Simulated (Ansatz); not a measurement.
Equilibrium lattice constant a of some III–V compounds, all zinc-blende

Method: r²SCAN-D4 (plane waves, PAW; Ansatz, a quantum-chemistry and plane-wave program). References are measured values corrected to a static lattice.

Values in Å.

```json
[
 {"solid": "zinc-blende BP", "reference": "4.525", "r²SCAN-D4": "4.521", "error (%)": "-0.09"},
 {"solid": "zinc-blende InAs", "reference": "6.047", "r²SCAN-D4": "6.088", "error (%)": "+0.68"},
 {"solid": "zinc-blende InP", "reference": "5.858", "r²SCAN-D4": "5.888", "error (%)": "+0.51"},
 {"solid": "cubic BN", "reference": "3.593", "r²SCAN-D4": "3.603", "error (%)": "+0.28"},
 {"solid": "zinc-blende GaAs", "reference": "5.64", "r²SCAN-D4": "5.643", "error (%)": "+0.05"},
 {"solid": "zinc-blende InSb", "reference": "6.468", "r²SCAN-D4": "6.531", "error (%)": "+0.97"},
 {"solid": "zinc-blende GaP", "reference": "5.439", "r²SCAN-D4": "5.430", "error (%)": "-0.17"}
]
```

Over these 7 solids the mean error is +0.32 %, the mean absolute error 0.39 % (median 0.28 %), and the worst case zinc-blende InSb at +0.97 %; the value is too high in 5 of 7 cases.

All these references are brought to a static lattice.

Spin–orbit coupling is left out, also for the solids with elements from indium on (zinc-blende InAs, zinc-blende InP, zinc-blende InSb); its size isn't shown.

Differences are worked out from the printed values.

Ansatz's density-functional and Hartree–Fock values are scalar-relativistic unless marked +SOC, with PAW data made under PBE.

Not in this set, of the III–V compounds with a reference value in our tables and a result at some level: 4 for a reference at room or unstated temperature; 3 for no value at r²SCAN-D4 (not run, a failed fit, an unstable or unbound cell, or a value held back for tests); 1 for a high-temperature or high-pressure phase. These can be a level's best or worst cases. At least 3 more with a reference value are held back for tests. Solids without a released value at any level aren't counted. Layered and molecular crystals are counted apart.

References as tabulated in Mejia-Rodriguez and Trickey (2018), arXiv:1807.09216; Goldzak et al. (2022), arXiv:2208.04865.
